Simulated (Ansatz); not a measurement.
Ta (bcc, W type): values from a third-order Birch-Murnaghan fit to a volume scan beside measured ones. Computed values: r2SCAN (plane waves to 500 eV, PAW, scalar-relativistic; Ansatz, a first-principles code). Spin-orbit coupling is left out, though Ta is heavy. Ta is run without spin polarisation. Ta was relaxed with its symmetry unable to fall.

```csv
quantity,reference,kind
Lattice constant a (Å),3.299,"measured, corrected to the static lattice"
Bulk modulus B₀ (GPa),198,"measured, corrected to the static lattice"
```

References as given in: Daniel Mejia-Rodriguez, S. B. Trickey, Physical Review B (2018), arXiv:1807.09216; H. Levämäki, M. P. J. Punkkinen, K. Kokko et al., Physical Review B (2014), arXiv:1402.3671.

**Question.** Estimate the r2SCAN values and the sign and size of each difference.

**Answer.** 
| quantity | r2SCAN | difference |
|---|---|---|
| Lattice constant a (Å) | 3.305 | +0.2 % |
| Bulk modulus B₀ (GPa) | 200 | +1.1 % |

For the lattice constant a it lies within 0.3 % of the reference. For the bulk modulus B₀ it lies within 5 % of the reference.

(Under strain, the slope of the energy per volume gives the stress and its curvature an elastic modulus.)
